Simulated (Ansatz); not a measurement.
A calculation on 1T (CdI2-type) TaS2 (undistorted form, which takes a superstructure on cooling) returned lattice constant a 3.319 Å, lattice parameter c 5.941 Å.

Question: Which level of theory produced these numbers?
A) rVV10 (Ansatz (a first-principles code))
B) HSE06 (Ansatz)
C) PBEsol+SOC (Ansatz)
D) PBE0 (Ansatz)

Answer: C, PBEsol+SOC (Ansatz)

The others give: rVV10 3.406 Å, 5.949 Å; HSE06 3.357 Å, 6.617 Å; PBE0 3.355 Å, 6.537 Å.

Unless a cell is named, each level is at its own relaxed cell (HSE06 21.52, PBE0 21.24, PBEsol+SOC 18.88, rVV10 19.93 Å³/atom).

Caveats: the cell comes from a level without a dispersion term, which matters for the spacing of layers, chains or molecules (HSE06, PBE0, PBEsol+SOC). Ansatz's density-functional and Hartree–Fock values are scalar-relativistic unless marked +SOC, with PAW data made under PBE.
